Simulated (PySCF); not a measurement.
# Broadened absorption spectrum of C3H5NO2

C3H5NO2.
SMILES: `[H]/N=C\C(=O)OC`

Theory: PySCF 2.14.0, density-fitted response routines, TDDFT CAM-B3LYP/def2-SVPD, vertical, gas phase, core orbitals frozen in the response. One conformer (not necessarily the lowest) at the GFN2-xTB geometry, without solvent, vibrations or thermal averaging. Torsions of this conformer, `[H]/[N:6]=[CH:5]\[C:3]([O:2][CH3:1])=[O:4]`: C1–O2–C3–O4 0°, O2–C3–C5–N6 179°.

Computed states:

```tsv
state	E (eV)	f
S1	4.31	0.0020
S2	5.29	0.0015
S3	6.89	0.043
S4	7.50	0.341
S5	7.69	0.0045
S6	7.89	0.016
S7	8.39	0.0011
S8	8.57	0.041
```

Each state is given a Gaussian of 0.4 eV full width at half maximum, with ε(max) = 2.175×10⁸ f / Δν̃ (Δν̃ the width in cm⁻¹). The width is an assumption, not a result. The curve ends short of the highest state used, and states not computed would add to its high-energy end.

Question: What does the envelope look like, and where are its maxima?

Answer: 
```json
{"E (eV)": "3.71", "ε (L mol⁻¹ cm⁻¹)": "0"}
{"E (eV)": "3.86", "ε (L mol⁻¹ cm⁻¹)": "4"}
{"E (eV)": "4.01", "ε (L mol⁻¹ cm⁻¹)": "27"}
{"E (eV)": "4.15", "ε (L mol⁻¹ cm⁻¹)": "83"}
{"E (eV)": "4.30", "ε (L mol⁻¹ cm⁻¹)": "132"}
{"E (eV)": "4.45", "ε (L mol⁻¹ cm⁻¹)": "96"}
{"E (eV)": "4.59", "ε (L mol⁻¹ cm⁻¹)": "35"}
{"E (eV)": "4.74", "ε (L mol⁻¹ cm⁻¹)": "6"}
{"E (eV)": "4.89", "ε (L mol⁻¹ cm⁻¹)": "7"}
{"E (eV)": "5.03", "ε (L mol⁻¹ cm⁻¹)": "31"}
{"E (eV)": "5.18", "ε (L mol⁻¹ cm⁻¹)": "82"}
{"E (eV)": "5.33", "ε (L mol⁻¹ cm⁻¹)": "99"}
{"E (eV)": "5.47", "ε (L mol⁻¹ cm⁻¹)": "59"}
{"E (eV)": "5.62", "ε (L mol⁻¹ cm⁻¹)": "16"}
{"E (eV)": "5.77", "ε (L mol⁻¹ cm⁻¹)": "2"}
{"E (eV)": "5.91", "ε (L mol⁻¹ cm⁻¹)": "0"}
{"E (eV)": "6.06", "ε (L mol⁻¹ cm⁻¹)": "0"}
{"E (eV)": "6.21", "ε (L mol⁻¹ cm⁻¹)": "1"}
{"E (eV)": "6.35", "ε (L mol⁻¹ cm⁻¹)": "20"}
{"E (eV)": "6.50", "ε (L mol⁻¹ cm⁻¹)": "216"}
{"E (eV)": "6.65", "ε (L mol⁻¹ cm⁻¹)": "1091"}
{"E (eV)": "6.79", "ε (L mol⁻¹ cm⁻¹)": "2457"}
{"E (eV)": "6.94", "ε (L mol⁻¹ cm⁻¹)": "2846"}
{"E (eV)": "7.09", "ε (L mol⁻¹ cm⁻¹)": "2618"}
{"E (eV)": "7.23", "ε (L mol⁻¹ cm⁻¹)": "6724"}
{"E (eV)": "7.38", "ε (L mol⁻¹ cm⁻¹)": "17814"}
{"E (eV)": "7.53", "ε (L mol⁻¹ cm⁻¹)": "22972"}
{"E (eV)": "7.67", "ε (L mol⁻¹ cm⁻¹)": "14881"}
{"E (eV)": "7.82", "ε (L mol⁻¹ cm⁻¹)": "5195"}
{"E (eV)": "7.97", "ε (L mol⁻¹ cm⁻¹)": "1539"}
```

Maxima: 287 nm (4.31 eV), ε about 130, made up of S1 (100%); 234 nm (5.29 eV), ε about 100, made up of S2 (100%); 180 nm (6.89 eV), ε about 2900, made up of S3 (99%); 165 nm (7.50 eV), ε about 23000, made up of S4 (99%) (ε in L mol⁻¹ cm⁻¹; maxima over ε = 5, shares over 10%).

Question: What would ε be at 7.50 eV, the highest of these maxima, with half the width (0.2 eV)?

Answer: About 45900 L mol⁻¹ cm⁻¹ against 23200, a factor of about 1.98; a lone state at its own centre would give exactly 2.

Question: Coming from long wavelengths, where does ε first pass 100 L mol⁻¹ cm⁻¹?

Answer: At about 296 nm (4.19 eV), 0.13 eV below S1.

Question: On this curve, what absorbance would a 10⁻³ mol/L sample give at 308 nm over a 1 cm path?

Answer: 308 nm is 4.025 eV, where ε is about 31 L mol⁻¹ cm⁻¹, so A = ε c l ≈ 0.031 (Beer–Lambert, with the gas-phase spectrum and the assumed width).
